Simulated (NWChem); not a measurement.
Species: CH$_{2}$ cation, doublet

```xyz
3

C      0.0000     0.0000    -0.0914
H      1.0358     0.0000     0.2742
H     -1.0358     0.0000     0.2742
```
Atoms are numbered in this order, from 1.

Computed with NWChem. Spin-unrestricted. Medium grid unless said otherwise, to which SCAN and Minnesota functionals are sensitive. Geometry: optimised at PBE0-D3(BJ)/def2-TZVP, spin-unrestricted. No stability test was run on the SCF state. Total energies of different functionals are on different scales.

```json
[
 {"level": "B3LYP/def2-TZVP", "energy (Ha)": "-38.7864", "highest occupied level (eV)": "-18.08", "lowest empty minus highest occupied level, either spin (eV)": "4.09", "<S²>": "0.752"},
 {"level": "PBE/def2-TZVP", "energy (Ha)": "-38.7177", "highest occupied level (eV)": "-16.73", "lowest empty minus highest occupied level, either spin (eV)": "1.39", "<S²>": "0.752"},
 {"level": "B97-2/def2-TZVP", "energy (Ha)": "-38.7694", "highest occupied level (eV)": "-17.98", "lowest empty minus highest occupied level, either spin (eV)": "(withheld)", "<S²>": "0.752"},
 {"level": "RPBE/def2-TZVP", "energy (Ha)": "-38.7878", "highest occupied level (eV)": "-16.74", "lowest empty minus highest occupied level, either spin (eV)": "1.54", "<S²>": "0.752"},
 {"level": "LC-wPBE (HJS exchange hole, range parameter 0.4 per bohr)/def2-TZVP", "energy (Ha)": "-38.7463", "highest occupied level (eV)": "-21.54", "lowest empty minus highest occupied level, either spin (eV)": "10.55", "<S²>": "0.753"},
 {"level": "BP86/def2-TZVP", "energy (Ha)": "-38.7739", "highest occupied level (eV)": "-16.78", "lowest empty minus highest occupied level, either spin (eV)": "1.44", "<S²>": "0.752"},
 {"level": "M05-2X/def2-TZVP", "energy (Ha)": "-38.7736", "highest occupied level (eV)": "-19.87", "lowest empty minus highest occupied level, either spin (eV)": "7.83", "<S²>": "0.752"},
 {"level": "N12/def2-TZVP", "energy (Ha)": "-38.7803", "highest occupied level (eV)": "-16.65", "lowest empty minus highest occupied level, either spin (eV)": "1.85", "<S²>": "0.753"}
]
```

Task: Complete the blanks.

Result: 
- B97-2/def2-TZVP, lowest empty minus highest occupied level, either spin (eV): 4.25
